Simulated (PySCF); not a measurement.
# Worked example: HAl–NH, quintet against HAl–NH, triplet

Geometry (PBE0/def2-TZVP stationary point of a triplet), kept for both states (HAl–NH, triplet: A'; HAl–NH, quintet: A'):

```json
{"atom": "Al", "x (Å)": "0.0000", "y (Å)": "-0.0849", "z (Å)": "0.6205"}
{"atom": "N", "x (Å)": "0.0000", "y (Å)": "0.0356", "z (Å)": "-1.1435"}
{"atom": "H", "x (Å)": "0.0000", "y (Å)": "1.3500", "z (Å)": "1.3538"}
{"atom": "H", "x (Å)": "0.0000", "y (Å)": "0.4271", "z (Å)": "-2.0731"}
```

Basis 6-31G; PySCF 2.14.0. Correlated methods freeze the noble-gas cores. Prefix R: restricted or restricted open-shell reference; prefix U: unrestricted.

Full CI isn't at hand for all of this; RCCSDT serves as the reference. It lacks quadruple excitations, which often exceed the step from CCSD(T) to CCSDT. The frozen core follows each run's orbitals, which can shift R against U totals by a few meV.

```csv
level,"E(HAl–NH, triplet) (hartree)","E(HAl–NH, quintet) (hartree)"
UHF,-297.409172,-297.296165
UMP2,-297.516889,-297.370286
UCCSD(T),-297.540461,-297.394941
PBE,-298.019306,-297.866035
r2SCAN,-298.171737,-298.021295
RCCSDT,-297.541299,-297.395513
```

Question: Give the vertical gap, HAl–NH quintet less HAl–NH triplet, at each level in eV (1 hartree = 27.2114 eV), and each error against RCCSDT.

Answer: RCCSDT: (-297.395513 − (-297.541299)) × 27.2114 = 3.967 eV (the reference)
r2SCAN: (-298.021295 − (-298.171737)) × 27.2114 = 4.094 eV, error 0.127 eV
PBE: (-297.866035 − (-298.019306)) × 27.2114 = 4.171 eV, error 0.204 eV
UCCSD(T): (-297.394941 − (-297.540461)) × 27.2114 = 3.960 eV, error -0.007 eV
UMP2: (-297.370286 − (-297.516889)) × 27.2114 = 3.989 eV, error 0.022 eV
UHF: (-297.296165 − (-297.409172)) × 27.2114 = 3.075 eV, error -0.892 eV

Total energies of functionals can't be set beside those of wave-function methods, since they hold the core's correlation and their own absolute errors; only the differences compare.

The set has no polarisation functions, so the order and spacing of states can differ from the basis-set limit.

In so small a basis the reference is far from its limit while semilocal and hybrid functionals are nearer theirs, so the functionals' errors here hold much of the reference's basis and frozen-core error, which can add to them or hide them.

Each level lands on the state that its own search finds. T1 diagnostics of restricted CCSD: 0.029 and 0.032.
